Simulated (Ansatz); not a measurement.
A calculation with Ansatz (development build ahead of 0.2.0).

```yaml
crystal:
  periodic: [false, false, false]
  atoms:
    - { symbol: O, position_ang: [0.0, 0.0, -0.56143] }
    - { symbol: H, position_ang: [0.0, 0.0, 0.56143] }
basis:
  gaussian: { orbitals: def2-SVP }
total_charge: 1
magnetization:
  initial_magnetization: 2
hamiltonian:
  xc: hf
correlation:
  method: mp2
  frozen_orbitals: { H: 0, O: 1 }
```

The input is written out in the form of the current development build from the run's settings. Correlation on restricted open-shell orbitals is semicanonical, with singles.

Results

```yaml
Converged: yes
Reference_energy: -74.89508 hartree
Correlation_energy: -0.11623 hartree
Total_energy: -75.01131 hartree
Spin_squared_of_the_determinant: 2.000
Stability_test: minimum among restricted orbitals
Occupied_orbitals_by_symmetry_in_an_Abelian_subgroup_alpha;_beta: 3 A1 1 B1 1 B2; 3 A1
```

Messages of the program:
```
mean field -2037.99905474 eV, -74.8950838564 hartree, gradient 3.8e-6 eV, S^2 2.000000; 0 other ends of a descent, 0 dependent functions left out
```
